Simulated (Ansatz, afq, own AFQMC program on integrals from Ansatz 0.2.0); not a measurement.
# SiH2O, singlet in cc-pVDZ, levels against CCSDT(Q)

```xyz
4

Si    0.0000    0.0000    0.4897
O     0.0000    0.0000   -1.0261
H     0.0000    1.2309    1.3214
H     0.0000   -1.2309    1.3214
```

Connectivity, by distances: SiH2–O.

Basis cc-pVDZ. Only valence electrons are correlated. AFQMC by an in-house program on the Cholesky factors that Ansatz 0.2.0 writes for its CCSD(T) run. The CISD trial takes its coefficients from CCSD amplitudes. Released means that phaseless walkers are propagated on without the constraint, phases kept. Error bars are statistical, one sigma.

Determinant: RHF, the one that the program's search chose, which needn't be the lowest solution. The geometry is a point of a scan.

No full CI on the walks' own integrals is used here; CCSDT(Q) serves as the reference and is uncertain by about the last step of the cluster series.

Cautions: higher spins were not checked; raised T1 diagnostic (T1 0.025, weight of the determinant 0.88, largest double 0.09).

The T1 diagnostic is 0.0252. The weight of the determinant in the CISD state is 0.878. The size of the correlated space is 12 electrons in 36 orbitals.

Reference: CCSDT(Q), correlation energy -8.607 eV. The released energy is read at 1.62 1/Eh, later times being too noisy (meV from the phaseless value at times in 1/Eh: -20 ± 18 at 0.24, -52 ± 24 at 0.51, -15 ± 23 at 0.99, -10 ± 24 at 1.62, -70 ± 30 at 2.40).

| level | E − E(reference) (kJ/mol) | share of correlation (%) |
| --- | --- | --- |
| HF | 830.5 | 0.00 |
| MP2 | 68.3 | 91.77 |
| CCSD | 31.0 | 96.27 |
| CCSD(T) | 5.5 | 99.34 |
| CCSDT | 3.4 | 99.59 |
| ph-AFQMC/HF | 0.4 ± 7.9 | 99.95 |
| ph-AFQMC/CISD | 2.4 ± 1.3 | 99.71 |
| released AFQMC | 1.4 ± 2.3 | 99.83 |

A walk keeps the symmetry of its determinant, which the program's search chose and which needn't be the lowest solution, so a lower state of the same spin and another symmetry isn't excluded. Released energies are given only where the last usable release times agree within the noise; a slower fall can still hide under it.
